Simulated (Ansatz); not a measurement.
A made-up structure of BNH3S, doublet:

N1  (-0.819, 0.009, -0.973)
B2  (0.422, -0.392, -0.203)
S3  (0.858, 0.270, 1.647)
H4  (-1.429, 0.211, -1.572)
H5  (1.304, -1.247, -0.748)
H6  (-0.335, 1.149, 1.849)
(Å)

It is relaxed with PBE-D4/def2-SVP and then PBE0-D4/def2-TZVP (Ansatz 0.2.0). Atoms count as bonded within 1.22 times the sum of their covalent radii (H–H: 0.88 Å). The end point is not checked to be a true minimum.

Problem. Does its bonding change? (Judge from chemistry; the calculation decides.)

Solution. By the calculation: No: no bond forms or breaks.

Where it ends: The first stage lowers the energy by 1.72 eV in 15 steps. It ends as BNH₃S ([NH][BH][SH]):
```
6
angstrom
N -0.8928 -0.2444 -0.7465
B 0.3606 -0.3792 -0.1691
S 0.8194 0.3267 1.4280
H -1.1521 0.3864 -1.4943
H 1.1906 -1.0800 -0.6828
H -0.3255 0.9906 1.6647
```

Labels in which every atom is bracketed show which atoms are joined, not bond orders.

For scale, one of the runs: PBE0-D4/def2-TZVP relaxation, 117 basis functions, launched by `ansatz run in.yaml --threads 2 --pin off --events-out ev --progress --plain --max-ram 4352MiB`. The run took about 20 s on 2 CPU threads of an Arm Neoverse V2 (shared host).
